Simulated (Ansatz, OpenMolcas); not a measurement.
**Ansatz → OpenMolcas**

This Ansatz 0.2.0 job computes SiS (SMILES [Si-]#[S+]):

job.yaml:
```yaml
crystal:
  periodic: [false, false, false]
  atoms:
    - {symbol: Si, position_ang: [0.000000, 0.000000, 0.000000]}
    - {symbol: S, position_ang: [0.000000, 0.000000, 1.929321]}
basis:
  gaussian:
    orbitals: cc-pVTZ
hamiltonian:
  xc: {name: BHLYP}
accuracy: high
output: {orbitals: {seedname: orbitals}}
```

```bash
$ ansatz run job.yaml --threads 1 --pin off --max-ram 3480MiB --events-out events.jsonl --progress --plain --runs-dir runs
```

The bond length is the measured one.

It gives a total energy of -687.720742 Eh.

Q: Translate the job to OpenMolcas 26.06 as an input file of the program's own, asking for the gradient.

A: One way, which was run:

mol.inp:
```
&GATEWAY
 BasLib
 $CurrDir
 Coord
 2
 angstrom
 Si       0.000000       0.000000       0.000000
 S        0.000000       0.000000       1.929321
 Basis
 cc-pVTZ
 Group
 NoSym

&SEWARD
 GridInput
 Grid=UltraFine
 End of Grid

&SCF
 KSDFT
 HYB_GGA_XC_BHANDHLYP
 Thresholds
 1e-10 1e-07 1e-07 1e-05
 PrOrbitals
 1

&ALASKA
```

```bash
$ export MOLCAS_MEM=1860
$ pymolcas mol.inp > mol.log
```

(Basis files named in the input come from the Basis Set Exchange and aren't shown.)

Its energy is -687.720742 Eh, 0.000 mEh from the first.
